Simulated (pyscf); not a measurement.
A first-order saddle from PySCF, ωB97X-D3(BJ)/def2-SVP:

```xyz
8

P     -0.7740     1.2062     0.0841
Si    -0.9428    -0.4874    -1.4457
H      0.6171     1.0753     0.3429
H     -1.9379    -0.0094    -2.4677
H      0.3651    -0.5419    -2.1863
O     -1.1709    -0.1726     1.2830
H     -1.2765    -0.9369     0.4504
H     -2.0258    -0.0225     1.7232
```

Surface: singlet, charge 0. Lowest wavenumbers (cm⁻¹): 764i, 245, 404, 440, 451.

Question: Which two sides does it connect, and which bonds change?

Answer: H₂Si=PH + water (H₂O) ⇌ HO–PH–SiH₃, an addition across a multiple bond or ene-type step read from left to right: H–O broken and O–P, H–Si formed. At CCSD(T)/def2-TZVPP + ΔMP2(QZVPP) it lies +31.6 kcal/mol from the left side and +56.2 kcal/mol from the right (each side as separated species at their lowest minima found). The reactants may also form a dative adduct at H₂Si=PH; it and routes through it were not searched. HO–PH–SiH₃ lies 27.2 kcal/mol over its isomer HO–SiH₂–PH₂, and others may lie lower still (electronic energy, ωB97M-D3(BJ)). This is the saddle that the search found; another between the same sides may lie lower. The CCSD(T) − MP2 part came from Ansatz, without density fitting, on the same reference.
